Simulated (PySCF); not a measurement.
Molecule: `C#CC[c+]1cc1`, [C$_{6}$H$_{5}$]+.

Atom-mapped SMILES (the numbers label the heavy atoms): `[CH:1]#[C:2][CH2:3][c+:4]1[cH:5][cH:6]1`. Each H is labelled by its parent atom.

Geometry PBE0-D3(BJ)/def2-SVP throughout; GIAO in PySCF 2.14.0 with density-fitted response routines, gas phase, one conformer, non-relativistic; equivalent atoms averaged; functional PBE0.

For orientation, pcSseg-1 gives these absolute shieldings σ: C4 -1.9, C5/C6 8.7, C1 87.4, C2 118.8, C3 163.9, H(C5)/H(C6) 20.98, H(C3) 26.63, H(C1) 27.97 ppm.

A run gave: C4 23.0, C5/C6 34.1, C1 108.7, C2 138.1, C3 174.7, H(C5)/H(C6) 21.95, H(C3) 27.47, H(C1) 28.87 ppm (absolute shieldings σ).

Which basis set was used in that run?
A. 6-31G*
B. pcSseg-0
C. cc-pVTZ
D. STO-3G

Results:

A. C4 tells them apart best: 6-31G* gives 23.0, pcSseg-0 gives -4.2, cc-pVTZ gives 4.1, STO-3G gives 88.3 ppm.
